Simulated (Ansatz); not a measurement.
The input, for Ansatz 0.2.0:

```yaml
crystal:
  periodic: [false, false, false]
  atoms:
    - {symbol: As, position_ang: [0.000000, 0.000000, 0.000000]}
    - {symbol: H, position_ang: [0.000000, 0.000000, 5.166000]}
basis:
  gaussian: {orbitals: cc-pVTZ}
magnetization: {spin_polarized: false, initial_magnetization: 2}
correlation: {method: fic_mrcisd_q, electrons: outside_noble_gas, active_space: {window: {electrons: 4, orbitals: 4}}}
```

```sh
$ ansatz run in.yaml --threads 1 --pin off --events-out ev --progress --plain --max-ram 4096MiB --backend cpu
```

Log:

```
349 factors; integrals over basis functions are off by at most 2.3e-4 eV
mean field evaluation 1: about -60801.1981 eV, gradient 1.4e1 eV
mean field evaluation 2: about -60801.1981 eV, gradient 1.4e1 eV
mean field evaluation 4: about -60806.8214 eV, gradient 9.0e0 eV
mean field evaluation 8: about -60807.8781 eV, gradient 1.9e0 eV
mean field evaluation 16: about -60807.9046 eV, gradient 4.8e-5 eV
mean field evaluation 32: about -60807.9046 eV, gradient 6.1e-2 eV
mean field evaluation 64: about -60805.0417 eV, gradient 3.5e-3 eV
mean field evaluation 96: about -60807.9048 eV, gradient 7.5e-5 eV
mean field evaluation 128: about -60807.9046 eV, gradient 1.4e-6 eV
mean field evaluation 160: about -60807.9042 eV, gradient 2.6e-2 eV
mean field evaluation 192: about -60807.9046 eV, gradient 1.4e-3 eV
mean field evaluation 224: about -60807.9048 eV, gradient 9.4e-5 eV
mean field evaluation 256: about -60807.9031 eV, gradient 4.8e-1 eV
mean field evaluation 288: about -60807.9046 eV, gradient 2.9e-3 eV
mean field evaluation 320: about -60807.5844 eV, gradient 5.7e0 eV
mean field -60807.90477524 eV, -2234.6492834117 hartree, gradient 1.8e-6 eV, S^2 2.000000; 18 other end points of the search recorded, 0 dependent functions left out
reference -60807.90477524 eV, -2234.6492834117 hartree; 18, 16 occupied and 39, 41 virtual orbitals, 349 factors
state -60810.25999111 eV, -2234.7358359987 hartree
contracted CI cycle   1: correlation 0.00000000 eV, 0.0000000000 hartree, residual 1.10e1 eV
contracted CI cycle   2: correlation -2.28705611 eV, -0.0840477617 hartree, residual 1.09e0 eV
contracted CI cycle   3: correlation -2.31058518 eV, -0.0849124393 hartree, residual 1.98e-1 eV
contracted CI cycle   4: correlation -2.31143906 eV, -0.0849438186 hartree, residual 4.77e-2 eV
contracted CI cycle   5: correlation -2.31148593 eV, -0.0849455412 hartree, residual 9.19e-3 eV
contracted CI cycle   6: correlation -2.31148738 eV, -0.0849455944 hartree, residual 2.38e-3 eV
contracted CI cycle   7: correlation -2.31148747 eV, -0.0849455976 hartree, residual 7.04e-4 eV
state -60810.25999111 eV, -2234.7358359987 hartree; corrected -60812.69795399 eV, -2234.8254294821 hartree
Total energy: -60812.69795399 eV, -2234.8254294821 hartree
```

For the same geometry and basis full CI lies 4.0 meV lower. By full CI's occupations no single determinant describes the state well.

Ran on 1 thread of AMD EPYC 7R13, shared host: 5.5 s wall, 0.15 GiB peak host memory.
